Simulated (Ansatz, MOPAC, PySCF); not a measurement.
Gas-phase reaction in SMILES: [SiH4] (SiH4) -> [SiH3-] + H+

Wanted: gas-phase deprotonation energy (enthalpy at 298 K), in kcal/mol. Set-up: spin-orbit terms left out; non-relativistic; 6-31G* and kin with 6d, 5d where marked; 6-311+G** with 5d, 6d on Na to Ar in Ansatz (a program for electronic structure); no dispersion term unless named. First-principles rows: single points at B3LYP-D3(BJ) geometries (Ansatz), with unscaled harmonic terms from B3LYP/6-31G* at its own minima. Semi-empirical rows: MOPAC heats of formation at their own minima for 298 K, the proton's as measured. Anions need diffuse functions, which STO-3G, LANL2DZ, def2-SVP, cc-pVDZ and Pople sets without + lack.

```csv
level,program,gas-phase deprotonation energy (enthalpy at 298 K) (kcal/mol)
MNDO,MOPAC,411.0
HF/6-311+G**,Ansatz,379.1
BP86/6-31G* (5d),PySCF,373.7
B3LYP/3-21G,Ansatz,373.7
B3LYP/6-31G*,Ansatz,378.0
B3LYP/6-311+G**,Ansatz,372.0
wB97X-V/def2-TZVPD,Ansatz,376.1
```

No value to compare with is used here. The 6 habitual levels span 372.0 (B3LYP/6-311+G**) to 411.0 kcal/mol (MNDO); wB97X-V/def2-TZVPD gives 376.1.

The levels are drawn from those run, B3LYP/6-31G* more often than the rest, none by its result; runs whose electronic state is in doubt are left out.
